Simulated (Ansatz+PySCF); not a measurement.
Values are calculated unless marked as measured or tabulated.
Several solutions for singlet C2H3N

```xyz
6

C     0.0000    0.0000   -1.1748
C     0.0000    0.0000    0.2783
N     0.0000    0.0000    1.4351
H     0.0000   -1.0314   -1.5557
H    -0.8932    0.5157   -1.5557
H     0.8932    0.5157   -1.5557
```

Basis set: def2-SVP (spherical functions). Charge 0, multiplicity 1.

CASSCF(2,2) was run from several starts with Ansatz (development build ahead of 0.2.0) and PySCF 2.14.0. The starts are those of the Hartree–Fock orbitals from which the active space was taken at the frontier.

| run | program | start | converged | energy (hartree) | <S²> |
| --- | --- | --- | --- | --- | --- |
| A | Ansatz | atomic start, no search | yes | -131.85173 | 0.00 |
| B | Ansatz | stability test followed | yes | -131.85173 | 0.00 |
| C | PySCF | program defaults | no | – | – |
| D | Ansatz | search for the lowest state | yes | -131.85173 | 0.00 |

Question: Which runs reached the lowest solution of this kind, and what is wrong with the others?

Answer: A, B, D reached the lowest solution found. Not converged: C.
